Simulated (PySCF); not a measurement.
# AlF2: a chain of runs

We compute a series of 17 runs (UPBE0-D4/def2-TZVP, UCCSD(T)/6-311+G**, USVWN5/6-311+G**, UPBE/6-311+G**, UBLYP/6-311+G**, U-revPBE/6-311+G**, UTPSS/6-311+G**, U-r2SCAN/6-311+G**, and more) of AlF2. 

Program for the calculation: PySCF 2.14.0.

**1. The system as given**

AlF2 has 3 atoms, charge 0, and is taken as a doublet. The shape is cut from that of the parent molecule. The run starts from this shape.

Bond lengths: F1–Al2 1.647 Å, Al2–F3 1.625 Å. Angles: F1–Al2–F3 120.3°.

**2. A structure relaxation at UPBE0-D4/def2-TZVP (density fitting with def2-universal-jkfit) (run 1)**

run.py

```python
from pyscf import gto, dft
from pyscf.geomopt.geometric_solver import kernel as optimise

molecule = gto.M(
    atom='''
F      1.623212    -1.358634     2.254460
Al    -0.008589     0.018232    -0.011142
F      1.103243     2.504441    -1.429844
''',
    unit='bohr',
    basis='def2-tzvp',
    verbose=3,
    max_memory=1860,
    spin=1,
)

mf = dft.UKS(molecule)
mf.xc = 'pbe0'
mf = mf.density_fit(auxbasis='def2-universal-jkfit')
mf.max_cycle = 100
mf.disp = 'd4'
mf.grids.level = 4
mf.conv_tol = 1e-09
converged, mol_eq = optimise(mf, maxsteps=80)
print('converged:', converged)
print(mol_eq.tostring())

mf.reset(mol_eq)
molecule = mol_eq
mf.kernel()
e_final = mf.e_tot
print('E = %.10f Eh' % e_final)
```

On the command line:

```console
$ OMP_NUM_THREADS=1 python run.py
```

Log:

```text
maxiter                   80
----------------------------------------------------------
Custom engine selected.
Bonds will be generated from interatomic distances less than 1.20 times sum of covalent radii
9 internal coordinates being used (instead of 9 Cartesians)
Internal coordinate system (atoms numbered from 1):
Distance 1-2
Distance 2-3
Angle 1-2-3
Translation-X 1-3
Translation-Y 1-3
Translation-Z 1-3
Rotation-A 1-3
Rotation-B 1-3
Rotation-C 1-3
> ===== Optimization Info: ====
> Job type: Energy minimization
> Maximum number of optimization cycles: 80
> Initial / maximum trust radius (Angstrom): 0.100 / 0.300
> Convergence Criteria:
> Will converge when all 5 criteria are reached:
>  |Delta-E| < 1.00e-06
>  RMS-Grad  < 3.00e-04
>  Max-Grad  < 4.50e-04
>  RMS-Disp  < 1.20e-03
>  Max-Disp  < 1.80e-03
> === End Optimization Info ===

Geometry optimization cycle 1
Cartesian coordinates (Angstrom)
 Atom        New coordinates             dX        dY        dZ
   F   0.858967  -0.718958   1.193009    0.000000  0.000000  0.000000
  Al  -0.004545   0.009648  -0.005896    0.000000  0.000000  0.000000
   F   0.583811   1.325293  -0.756641    0.000000 -0.000000  0.000000

WARN: HOMO -0.195982654705425 >= LUMO -0.195982654705439

converged SCF energy = -442.019309845936  <S^2> = 0.75092395  2S+1 = 2.0009237
--------------- DFUKS_Scanner gradients ---------------
         x                y                z
0 F    -0.0001212930    -0.0002602134     0.0001823925
1 Al     0.0049576019     0.0105287459    -0.0058440273
2 F    -0.0048880498    -0.0102442410     0.0056479305
----------------------------------------------
cycle 1: E = -442.019309846  dE = -442.019  norm(grad) = 0.0181779
Step    0 : Gradient = 1.050e-02/1.302e-02 (rms/max) Energy = -442.0193098459
Hessian Eigenvalues: 5.00000e-02 5.00000e-02 5.00000e-02 ... 2.50000e-01 4.30471e-01 4.66682e-01

Geometry optimization cycle 2
Cartesian coordinates (Angstrom)
 Atom        New coordinates             dX        dY        dZ
   F   0.859489  -0.721169   1.194332    0.000522 -0.002211  0.001323
  Al  -0.007301   0.004512  -0.003661   -0.002756 -0.005136  0.002235
   F   0.587688   1.331869  -0.759764    0.003877  0.006576 -0.003123
converged SCF energy = -442.019537239316  <S^2> = 0.75093689  2S+1 = 2.0009367
--------------- DFUKS_Scanner gradients ---------------
         x                y                z
0 F    -0.0000316081    -0.0002225566     0.0002036822
1 Al     0.0016711186     0.0035173038    -0.0019414444
2 F    -0.0016973449    -0.0032729815     0.0017173992
----------------------------------------------
cycle 2: E = -442.019537239  dE = -0.000227393  norm(grad) = 0.0059639
Step    1 : Displace = 6.055e-03/7.903e-03 (rms/max) Trust = 1.000e-01 (=) Grad = 3.443e-03/4.351e-03 (rms/max) E (change) = -442.0195372393 (-2.274e-04) Quality = 1.308
Hessian Eigenvalues: 4.99060e-02 5.00000e-02 5.00000e-02 ... 2.39989e-01 3.28498e-01 4.31071e-01

Geometry optimization cycle 3
Cartesian coordinates (Angstrom)
 Atom        New coordinates             dX        dY        dZ
   F   0.859902  -0.722148   1.194257    0.000413 -0.000979 -0.000075
  Al  -0.008908   0.001690  -0.002793   -0.001607 -0.002823  0.000867
   F   0.591608   1.334643  -0.759597    0.003920  0.002775  0.000167
converged SCF energy = -442.019566334343  <S^2> = 0.75094212  2S+1 = 2.0009419
--------------- DFUKS_Scanner gradients ---------------
         x                y                z
0 F    -0.0000319829    -0.0000695806     0.0000679273
1 Al     0.0001670075     0.0002384317    -0.0000962242
2 F    -0.0001989204    -0.0001465073     0.0000002893
----------------------------------------------
cycle 3: E = -442.019566334  dE = -2.9095e-05  norm(grad) = 0.000406832
Step    2 : Displace = 2.983e-03/3.931e-03 (rms/max) Trust = 1.414e-01 (+) Grad = 2.349e-04/3.066e-04 (rms/max) E (change) = -442.0195663343 (-2.910e-05) Quality = 1.041
Hessian Eigenvalues: 4.91034e-02 5.00000e-02 5.00000e-02 ... 2.19277e-01 3.38294e-01 4.31562e-01

Geometry optimization cycle 4
Cartesian coordinates (Angstrom)
 Atom        New coordinates             dX        dY        dZ
   F   0.859972  -0.722670   1.193936    0.000070 -0.000521 -0.000321
  Al  -0.008873   0.001343  -0.002830    0.000035 -0.000346 -0.000037
   F   0.593782   1.334711  -0.758248    0.002174  0.000068  0.001349
converged SCF energy = -442.019566808887  <S^2> = 0.7509419  2S+1 = 2.0009417
--------------- DFUKS_Scanner gradients ---------------
         x                y                z
0 F    -0.0000280005    -0.0000080310     0.0000175349
1 Al     0.0000279725    -0.0000290938     0.0000435078
2 F    -0.0000658379     0.0000620463    -0.0000924082
----------------------------------------------
cycle 4: E = -442.019566809  dE = -4.74545e-07  norm(grad) = 0.000146292
Step    3 : Displace = 6.798e-04/7.996e-04 (rms/max) Trust = 2.000e-01 (+) Grad = 8.446e-05/1.293e-04 (rms/max) E (change) = -442.0195668089 (-4.745e-07) Quality = 0.998
Hessian Eigenvalues: 4.91034e-02 5.00000e-02 5.00000e-02 ... 2.19277e-01 3.38294e-01 4.31562e-01
Converged! =D

converged: True
F           0.85997210       -0.72266968        1.19393581
Al         -0.00887324        0.00134331       -0.00283033
F           0.59378217        1.33471137       -0.75824843

converged SCF energy = -442.019566808927  <S^2> = 0.75094188  2S+1 = 2.0009417
E = -442.0195668089 Eh
```

It took 62 s on 1 thread of Arm Neoverse V2, shared host; peak memory 0.93 GiB.

Step by step:

```
step  energy from the first frame kept (eV)  largest force (eV/Å)
   0                                 0.0000                0.6696
   1                                -0.0062                0.2237
   2                                -0.0070                0.0158
   3                                -0.0070                0.0067
```

After the run. Bond lengths: F1–Al2 1.647 Å, Al2–F3 1.647 Å. Angles: F1–Al2–F3 119.8°.

**3. Fragment B of bond 3-2: the energy at UCCSD(T)/6-311+G(d,p) (run 2)**

job.py

```python
from pyscf import gto, scf, cc

mol = gto.M(
    atom='''
F      1.625112    -1.365648     2.256212
Al    -0.016768     0.002538    -0.005348
F      1.122085     2.522238    -1.432881
''',
    charge=0,
    spin=1,
    basis='6-311+g**',
    verbose=3,
    max_memory=1860,
    unit='bohr',
)

mf = scf.UHF(mol)
mf.conv_tol = 1e-10
mf.kernel()
if not mf.converged:
    mf = mf.newton().run(mf.mo_coeff, mf.mo_occ)

mycc = cc.CCSD(mf, frozen=7)
mycc.kernel()
e_t = mycc.ccsd_t()
etot = mycc.e_tot + e_t
print('E = %.10f Eh' % etot)
```

On the command line:

```console
$ OMP_NUM_THREADS=1 python job.py
```

Log:

```text
converged SCF energy = -440.978242868681  <S^2> = 0.75136588  2S+1 = 2.0013654
E(UCCSD) = -441.4392598308983  E_corr = -0.4610169622172823
UCCSD(T) correction = -0.0113019045204888
E = -441.4505617354 Eh
```

Wall time 48 s (1 thread of Arm Neoverse V2, shared host); peak memory 0.95 GiB.

Runs 3 to 14 aren't shown in full; the table further down has their settings and results.

**4. Fragment B of bond 3-2: the energy at U-wB97X/6-311+G(d,p) (run 15)**

calc.py

```python
from pyscf import gto, dft

mol = gto.M(
    atom='F 0.859972 -0.722670 1.193936; Al -0.008873 0.001343 -0.002830; F 0.593782 1.334711 -0.758248',
    verbose=3,
    max_memory=1860,
    basis='6-311+g**',
    charge=0,
    spin=1,
)

mf = dft.UKS(mol)
mf.xc = 'wb97x'
mf.conv_tol = 1e-10
mf.grids.level = 5
mf.kernel()
if not mf.converged:
    mf = mf.newton().run(mf.mo_coeff, mf.mo_occ)

etot = mf.e_tot
print(f'total energy: {etot:.8f} hartree')
```

On the command line:

```console
$ OMP_NUM_THREADS=1 python calc.py
```

Log:

```text
WARN: HOMO -0.219478000947312 >= LUMO -0.219478000947305

converged SCF energy = -442.232344553747  <S^2> = 0.75077952  2S+1 = 2.0007794
total energy: -442.23234455 hartree
```

Run time: 16 s. Hardware: 1 thread of Arm Neoverse V2, shared host; peak memory 0.37 GiB.

Run 16 isn't shown in full; the table further down has it.

**5. Fragment B of bond 3-2: the energy at UB2PLYP/6-311+G(d,p) (run 17)**

calc.py

```python
from pyscf import gto, dft, mp

mol = gto.Mole()
mol.atom = 'F 0.859972 -0.722670 1.193936; Al -0.008873 0.001343 -0.002830; F 0.593782 1.334711 -0.758248'
mol.charge = 0
mol.max_memory = 1860
mol.verbose = 3
mol.basis = '6-311+g**'
mol.spin = 1
mol.build()

mf = dft.UKS(mol)
mf.xc = '0.53*HF + 0.47*B88, 0.73*LYP'
mf.grids.level = 5
mf.conv_tol = 1e-10
mf.kernel()
if not mf.converged:
    mf = mf.newton().run(mf.mo_coeff, mf.mo_occ)

pt = mp.MP2(mf, frozen=7).run()
etot = mf.e_tot + 0.27 * pt.e_corr
print('PT2 part  %.8f' % (0.27 * pt.e_corr))
print(f'total energy: {etot:.8f} hartree')
```

On the command line:

```console
$ OMP_NUM_THREADS=1 python calc.py
```

Log:

```text
WARN: HOMO -0.197200337470711 >= LUMO -0.197200337470704

converged SCF energy = -441.89218554135  <S^2> = 0.75112121  2S+1 = 2.0011209
E(UMP2) = -442.450724566671  E_corr = -0.558539025320829
E(SCS-UMP2) = -442.427198751378  E_corr = -0.535013210028283
PT2 part  -0.15080554
total energy: -442.04299108 hartree
```

It took 13 s on 1 thread of Arm Neoverse V2, shared host; peak memory 0.37 GiB.

**6. Overview of the runs**

```csv
run,level,task,integral approximation,energy (Eh),dipole moment (D) of the reference,HOMO energy (eV),LUMO energy (eV),wall time
1,UPBE0-D4/def2-TZVP (density fitting with def2-universal-jkfit),optimise,def2-universal-jkfit,-442.019567,1.79,-7.05,-3.34,62 s
2,UCCSD(T)/6-311+G**,energy,none,-441.450562,2.20,-10.03,-0.24,48 s
3,USVWN5/6-311+G**,energy,none,-439.981644,1.99,-6.11,-4.73,7.5 s
4,UPBE/6-311+G**,energy,none,-441.963443,1.91,-6.08,-4.39,12 s
5,UBLYP/6-311+G**,energy,none,-442.286850,1.99,-5.90,-4.41,12 s
6,U-revPBE/6-311+G**,energy,none,-442.163833,1.89,-6.05,-4.26,12 s
7,UTPSS/6-311+G**,energy,none,-442.313824,1.86,-6.16,-4.75,27 s
8,U-r2SCAN/6-311+G**,energy,none,-442.180782,1.95,-6.36,-3.85,28 s
9,UM06-L/6-311+G**,energy,none,-442.246226,1.90,-6.11,-5.52,28 s
10,UPBE0/6-311+G**,energy,none,-441.980085,2.04,-7.20,-3.51,12 s
11,UB3LYP/6-311+G**,energy,none,-442.310052,2.10,-6.95,-3.91,13 s
12,UBHLYP/6-311+G**,energy,none,-442.217768,2.21,-8.13,-2.89,13 s
13,UM06-2X/6-311+G**,energy,none,-442.203249,2.16,-8.07,-5.67,29 s
14,UCAM-B3LYP/6-311+G**,energy,none,-442.251713,2.12,-8.44,-2.79,16 s
15,U-wB97X/6-311+G**,energy,none,-442.232345,1.97,-9.28,-2.86,16 s
16,U-wB97M-V/6-311+G**,energy,none,-442.224735,2.15,-8.96,-2.14,44 s
17,UB2PLYP/6-311+G**,energy,none,-442.042991,2.18,-8.17,-2.41,13 s
```

**7. What came out**

| quantity | value |
| --- | --- |
| fragment B of bond 3-2, run 17: total energy | -442.04299 Eh |
| fragment B of bond 3-2, run 17: dipole moment (SCF part) | 2.18 D |
| fragment B of bond 3-2, run 17: HOMO energy (SCF part's orbitals) (highest over α and β) | -8.17 eV |
| fragment B of bond 3-2, run 17: LUMO energy (SCF part's orbitals) (lowest over α and β) | -2.41 eV |
| fragment B of bond 3-2, run 17: ⟨S²⟩ | 0.751 |

What this shows: Over runs 3, 4, 5, 6, 7, 8, 9, 10, 11, 12, 13, 14, 15, 16, 17 the dipole moment (its size) runs from 1.86 D (UTPSS/6-311+G**) to 2.21 D (UBHLYP/6-311+G**). Totals of different functionals can't be ranked against each other. All runs together took 6.5 min, the longest 62 s.
